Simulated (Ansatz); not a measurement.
Cost and result for the atomization energy of C3H6OS, SMILES `COCC=S` (11 atoms, 10 bonds).

```xyz
11

C     0.276    1.157    0.982
O     0.217    1.025   -0.417
C     0.361   -0.301   -0.838
C    -0.848   -1.142   -0.564
S    -0.844   -2.727   -0.310
H     1.234    0.791    1.375
H     0.177    2.217    1.211
H    -0.534    0.609    1.481
H     1.253   -0.779   -0.411
H     0.494   -0.270   -1.927
H    -1.786   -0.579   -0.583
```

Charge 0, multiplicity 1. The structure was optimised at the PBE0-D4/def2-TZVP level. It is one conformer, not always the lowest. Program: Ansatz. All runs use 4 threads of a server CPU on a shared host. Times are those of one run each, without the atoms' runs, and a repeat can differ threefold. Electronic energies, without spin–orbit coupling; frozen cores. CCSD(T)/CBS adds CCSD(T) − MP2 in def2-TZVPP to the MP2 limit, and its time is that of the two runs behind it. T1 = 0.014; the RHF reference is unstable towards UHF.

CCSD(T)/CBS is a level of theory with its own doubt, some kJ/mol a heavy atom from the limit and from the frozen cores, so smaller differences don't rank the functionals.

```csv
level,functions,wall time
LDA (SPW92)/def2-TZVPP,250,1.9 s
BLYP-D4/def2-TZVPP,250,2.4 s
PBE-D4/def2-TZVPP (with forces),250,3.1 s
PBE0-D4/def2-TZVPP,250,3.6 s
CAM-B3LYP-D4/def2-TZVPP,250,5.5 s
r2SCANh-D4/def2-TZVPP,250,6.5 s
CCSD(T)/def2-SVP,104,6.5 s
B2PLYP/def2-TZVPP,250,8 s
B97M-V/def2-TZVPP,250,11 s
ωB97M-V/def2-TZVPP (with forces),250,14 s
MP2/def2-QZVPP,478,37 s
CCSD(T)/def2-TZVPP,250,3.3 min
CCSD(T)/CBS(def2),–,3.9 min
```

(1) What atomization energy does each give, and how far from CCSD(T)/CBS? (Estimate.)

## Answers

(1) Computed: 
```
                           level  atomization (kcal/mol)  difference from CCSD(T)/CBS  per bond
          LDA (SPW92)/def2-TZVPP                  1168.6                        162.8      16.3
              BLYP-D4/def2-TZVPP                  1007.8                          2.0       0.2
 PBE-D4/def2-TZVPP (with forces)                  1035.5                         29.7       3.0
              PBE0-D4/def2-TZVPP                  1012.1                          6.3       0.6
         CAM-B3LYP-D4/def2-TZVPP                  1008.6                          2.8       0.3
           r2SCANh-D4/def2-TZVPP                  1001.9                         -3.9      -0.4
                CCSD(T)/def2-SVP                   956.6                        -49.2      -4.9
               B2PLYP/def2-TZVPP                   995.5                        -10.3      -1.0
               B97M-V/def2-TZVPP                  1008.7                          2.9       0.3
ωB97M-V/def2-TZVPP (with forces)                  1010.0                          4.2       0.4
                  MP2/def2-QZVPP                  1013.3                          7.5       0.7
              CCSD(T)/def2-TZVPP                   979.8                        -26.0      -2.6
               CCSD(T)/CBS(def2)                  1005.8                          0.0       0.0
```

From r2SCAN to r2SCAN0 (25 % exact exchange), in def2-TZVPP and without D4, the atomization energy moves by −18.7 kcal/mol: exact exchange takes away binding that semilocal exchange gives to molecules. In def2-TZVPP, CCSD(T) changes the Hartree–Fock value by +266.3 kcal/mol (the triples alone add +18.1 kcal/mol) and MP2 by +284.5 kcal/mol; breaking electron pairs costs correlation energy, which Hartree–Fock lacks. The D4 term adds +7.9 kcal/mol with B3LYP and +4.2 kcal/mol with PBE0; it sums over pairs of atoms, weighted by their polarisabilities, and B3LYP, whose exchange is more repulsive, gets the larger term.

B3LYP here is the variant with VWN-RPA as its local correlation; programs differ in this.
